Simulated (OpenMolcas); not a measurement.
# N2H (dinitrogen monohydride): a chain of runs

We compute the energy (ROHF/STO-3G), then a single-point energy (FCI/STO-3G), then the excited states of N2H (dinitrogen monohydride). 

The results are computed with OpenMolcas 26.06.

## (1) The system as given

The species is N2H (3 atoms), meant as a doublet with charge 0. As SMILES, `[N]=N`. The shape is that of a PBE0-D4/def2-TZVP optimisation.

Bond lengths: N1–N2 1.165 Å, N2–H3 1.057 Å. Angles: N1–N2–H3 117.5°.

## (2) A single-point energy at ROHF/STO-3G (run 1)

The input, input.xyz:

```xyz
3

N      0.710530    -0.606720     0.326180
N     -0.268660    -0.217710    -0.170100
H     -0.441870     0.824430    -0.156080
```

The input, step1.input:

```
&GATEWAY
  BasLib=$CurrDir
  Coord=input.xyz
  Basis=STO-3G
  Group=NoSym

&SEWARD

&SCF
  UHF
  Spin=2
  PrOrbitals=1 1

&RASSCF
  FileOrb=$Project.UnaOrb
  Spin=2
  Nactel=1 0 0
  Inactive=7
  Ras2=1
  OutOrbitals=Canonical
  OrbListing=Nothing
```

The basis set STO-3G is read from a file made from the Basis Set Exchange's data (not shown).

On the command line:

```console
$ export MOLCAS_MEM=1860
$ pymolcas step1.input > step1.log
```

The log of the run:

```text
--- Start Module: gateway ---
[...]
--- Stop Module: gateway /rc=_RC_ALL_IS_WELL_ ---
[...]
      Basis functions           11
[...]
--- Start Module: scf ---
[...]
       Convergence after  20 Iterations
[...]
::    Total SCF energy                               -107.9865884244
[...]
      Total spin, S                                     0.5825889791
[...]
--- Stop Module: scf /rc=_RC_ALL_IS_WELL_ ---
--- Start Module: rasscf ---
[...]
      Number of active orbitals                  1
[...]
      Spin quantum number                      0.5
[...]
      Active orbitals                            1
[...]
      Number of CSFs                             1
[...]
      Number of root(s) required                 1
[...]
      Convergence after 10 iterations
[...]
      printout of CI-coefficients larger than  0.05 for root  1
      energy=    -107.979815
      conf/sym  1     Coeff  Weight
             1  u   1.00000 1.00000
      Natural orbitals and occupation numbers for root  1
      sym 1:   1.000000
      ************************************************************************************************************************
      *                                                    Final results                                                     *
[...]
::    RASSCF root number  1 Total energy:   -107.97981546
[...]
      Total electronic charge=   15.000000
      Total            charge=   -0.000000
[...]
      Dipole Moment (debye):
      Origin of the operator (angstrom)=    0.1979   -0.3693    0.0699
                   X= -3.8906E-01               Y=  1.7846E+00               Z= -2.6691E-02           Total=  1.8267E+00
      Quadrupole Moment (debye*angstrom):
[...]
--- Stop Module: rasscf /rc=_RC_ALL_IS_WELL_ ---
[...]
```

It took 2.5 s on 1 thread of Arm Neoverse V1, shared host; peak memory 0.37 GiB.

## (3) A single-point energy at FCI/STO-3G (run 2)

input.xyz is that of step 2.

The input, step2.input:

```
* HN2 full CI
>>> EXPORT MOLCAS_PRINT=2
&GATEWAY
BasLib=$CurrDir
Coord=input.xyz
Basis=STO-3G
Group=NoSym
&SEWARD
&RASSCF
FileOrb=$CurrDir/step1.RasOrb
Spin=2
Nactel=11 0 0
Inactive=2
Ras2=9
CIRoot=3 3 1
OrbListing=Nothing
CIOnly
```

The basis set STO-3G is read from a file made from the Basis Set Exchange's data (not shown).

On the command line:

```console
$ export MOLCAS_MEM=1860
$ pymolcas step2.input > step2.log
```

The log of the run:

```text
--- Start Module: gateway ---
[...]
--- Stop Module: gateway /rc=_RC_ALL_IS_WELL_ ---
--- Start Module: seward ---
[...]
      Basis functions           11
--- Stop Module: seward /rc=_RC_ALL_IS_WELL_ ---
--- Start Module: rasscf ---
[...]
      Number of active orbitals                  9
[...]
      Spin quantum number                      0.5
[...]
      Active orbitals                            9
[...]
      Number of CSFs                          6048
[...]
      Number of root(s) required                 3
[...]
      printout of CI-coefficients larger than  0.05 for root  1
      energy=    -108.117549
      conf/sym  111111111     Coeff  Weight
             1  22222u000  -0.95134 0.90506
             3  2222200u0  -0.05617 0.00316
            21  222u22000  -0.06181 0.00382
            37  22u222000  -0.05116 0.00262
            86  22220u200  -0.16023 0.02567
           105  222ud2u00   0.06438 0.00414
[...]
      Natural orbitals and occupation numbers for root  1
      sym 1:   1.993473   1.985171   1.966525   1.975507   1.914925   1.017874   0.093538   0.030503   0.022484
      Natural orbitals and occupation numbers for root  2
      sym 1:   1.991553   1.982174   1.970608   1.911893   1.969374   0.102559   1.028141   0.023130   0.020570
      Natural orbitals and occupation numbers for root  3
      sym 1:   1.991203   1.973411   1.984336   1.108002   1.836035   1.860941   0.183442   0.041897   0.020733
      ************************************************************************************************************************
      *                                                    Final results                                                     *
[...]
::    RASSCF root number  1 Total energy:   -108.11754949
::    RASSCF root number  2 Total energy:   -108.02750679
::    RASSCF root number  3 Total energy:   -107.87131473
[...]
      Total electronic charge=   15.000000
      Total            charge=   -0.000000
[...]
      Dipole Moment (debye):
      Origin of the operator (angstrom)=    0.1979   -0.3693    0.0699
                   X= -3.2802E-01               Y=  6.6416E-01               Z= -1.1041E-01           Total=  7.4893E-01
      Quadrupole Moment (debye*angstrom):
[...]
--- Stop Module: rasscf /rc=_RC_ALL_IS_WELL_ ---
[...]
```

Run time: 2.4 s. Hardware: 1 thread of Arm Neoverse V1, shared host; peak memory 0.37 GiB.

The roots found:

```
excited state  energy (eV)
            1        2.450
            2        6.700
```

## (4) The vertical excitations at FCI/STO-3G (run 3)

input.xyz is that of step 3.

The input, step3.inp:

```
&GATEWAY
  BasLib=$CurrDir
  Coord=input.xyz
  Basis=STO-3G
  Group=NoSym

&SEWARD

&RASSCF
  FileOrb=$CurrDir/step1.RasOrb
  Spin=2
  Nactel=11 0 0
  Inactive=2
  Ras2=9
  CIRoot=4 4 1
  OrbListing=Nothing
  CIOnly

&RASSI
  NrOfJobIphs=1 all
```

The basis set STO-3G is read from a file made from the Basis Set Exchange's data (not shown).

On the command line:

```console
$ export MOLCAS_MEM=1860
$ pymolcas step3.inp > step3.log
```

The log of the run:

```text
--- Start Module: gateway ---
[...]
      Basis functions           11
[...]
--- Start Module: rasscf ---
[...]
      Number of active orbitals                  9
[...]
      Spin quantum number                      0.5
[...]
      Active orbitals                            9
[...]
      Number of CSFs                          6048
[...]
      Number of root(s) required                 4
[...]
      printout of CI-coefficients larger than  0.05 for root  1
      energy=    -108.117549
      conf/sym  111111111     Coeff  Weight
             1  22222u000   0.95134 0.90506
             3  2222200u0   0.05617 0.00316
            21  222u22000   0.06181 0.00382
            37  22u222000   0.05116 0.00262
            86  22220u200   0.16023 0.02567
           105  222ud2u00  -0.06438 0.00414
[...]
      Natural orbitals and occupation numbers for root  1
      sym 1:   1.993473   1.985172   1.966525   1.975507   1.914926   1.017874   0.093537   0.030503   0.022484
      Natural orbitals and occupation numbers for root  2
      sym 1:   1.991553   1.982174   1.970608   1.911893   1.969374   0.102559   1.028141   0.023130   0.020570
      Natural orbitals and occupation numbers for root  3
      sym 1:   1.991203   1.973410   1.984336   1.108008   1.836028   1.860935   0.183449   0.041896   0.020734
      Natural orbitals and occupation numbers for root  4
      sym 1:   1.989374   1.981953   1.513701   1.969733   1.493368   1.436337   0.515626   0.077486   0.022422
      ************************************************************************************************************************
      *                                                    Final results                                                     *
[...]
::    RASSCF root number  1 Total energy:   -108.11754949
::    RASSCF root number  2 Total energy:   -108.02750679
[...]
      Total electronic charge=   15.000000
      Total            charge=   -0.000000
[...]
::    RASSI State    1     Total energy:    -108.11754948818528
::    RASSI State    2     Total energy:    -108.02750678664736
::    RASSI State    3     Total energy:    -107.87131473064643
::    RASSI State    4     Total energy:    -107.81655475482891
[...]
  SPIN-FREE ENERGIES:
  (Shifted by EMIN (a.u.) =       -108.1175494882)
 SF State       Relative EMIN(au)   Rel lowest level(eV)    D:o, cm**(-1)
     1             0.0000000000        0.0000000000              0.0000
     2             0.0900427015        2.4501867302          19762.0887
     3             0.2462347575        6.7003890946          54042.2826
     4             0.3009947334        8.1904839474          66060.7081
[...]
```

It took 5.4 s on 1 thread of Arm Neoverse V1, shared host; peak memory 0.37 GiB.

The roots found:

```
excited state  energy (eV)  strength
            1        2.450    0.0006
            2        6.700    0.0050
            3        8.190    0.0194
```

## (5) What came out

```
                                                            quantity          value
                                    run 1, ROHF/STO-3G: total energy  -107.97982 Eh
                                   run 1, ROHF/STO-3G: dipole moment         1.83 D
                                     run 2, FCI/STO-3G: total energy  -108.11755 Eh
run 2, FCI/STO-3G: lowest excitation energy within this active space        2.45 eV
```

What this shows: Excitation energies in a minimal basis are rough. The brightest of the 3 transitions from the ground state lies at 8.19 eV (151 nm, f = 0.019); the lowest, at 2.45 eV, has f = 0.001.
